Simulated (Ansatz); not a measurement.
`CN(C)CO`, charge 0, multiplicity 1.

Give a relaxed structure at PBE0-D4/def2-TZVP (Ansatz 0.2.0). (Estimate.)

Ansatz gave: 
```xyz
14

C    -0.9356   -0.2993   -1.0068
N    -0.2034    0.2893    0.0933
C     0.7386    1.2841   -0.3598
C     0.4125   -0.7063    0.9309
O    -0.5429   -1.4475    1.6362
H    -1.5262    0.4678   -1.5123
H    -0.2684   -0.7673   -1.7523
H    -1.6132   -1.0636   -0.6265
H     0.2092    2.0669   -0.9073
H     1.2368    1.7462    0.4956
H     1.5148    0.8740   -1.0301
H     1.1028   -0.1852    1.6081
H     0.9912   -1.4493    0.3567
H    -1.1161   -0.8097    2.0742
```
This is one stationary point; other conformers may exist.
